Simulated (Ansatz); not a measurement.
Start from `C=CCC(F)Cl` and change one atom or group to get `FCC(F)Cl`.

Ansatz, PBE0-D4/def2-TZVP geometries, multiplicity 1. Each molecule was computed in one conformer, which needn't be the lowest.

```json
{"property": "HOMO–LUMO gap (PBE0/def2-TZVPP) / eV", "`C=CCC(F)Cl`": "7.72"}
{"property": "LUMO energy (ωB97M-V/def2-TZVPP) / eV", "`C=CCC(F)Cl`": "1.99"}
{"property": "HOMO–LUMO gap (B3LYP/def2-TZVPP) / eV", "`C=CCC(F)Cl`": "7.25"}
{"property": "zero-point energy (PBE0-D4/def2-TZVP) / kJ/mol", "`C=CCC(F)Cl`": "243.0"}
{"property": "HOMO–LUMO gap (ωB97M-V/def2-TZVPP) / eV", "`C=CCC(F)Cl`": "12.04"}
{"property": "size of the dipole moment (PBE/def2-TZVPP) / D", "`C=CCC(F)Cl`": "1.95"}
```

(1) What does the change do to each property? (Estimate.)

## Answers

(1) Ansatz gave: 
| property | `FCC(F)Cl` | shift |
| --- | --- | --- |
| HOMO–LUMO gap (PBE0/def2-TZVPP) / eV | 9.45 | 1.73 |
| LUMO energy (ωB97M-V/def2-TZVPP) / eV | 2.45 | 0.46 |
| HOMO–LUMO gap (B3LYP/def2-TZVPP) / eV | 8.89 | 1.64 |
| zero-point energy (PBE0-D4/def2-TZVP) / kJ/mol | 136.7 | -106.3 |
| HOMO–LUMO gap (ωB97M-V/def2-TZVPP) / eV | 13.89 | 1.85 |
| size of the dipole moment (PBE/def2-TZVPP) / D | 1.33 | -0.62 |

With PBE0 the HOMO falls by 1.33 eV and the LUMO rises by 0.41 eV, so the gap widens by about 1.74 eV. PBE moves the HOMO by -0.95 eV and ωB97M-V by -1.39 eV. The zero-point energy changes by -106.3 kJ/mol with -12 modes. Dipoles are sizes alone; their direction can turn.

B3LYP here is the variant with VWN-RPA as its local correlation; programs differ in this.
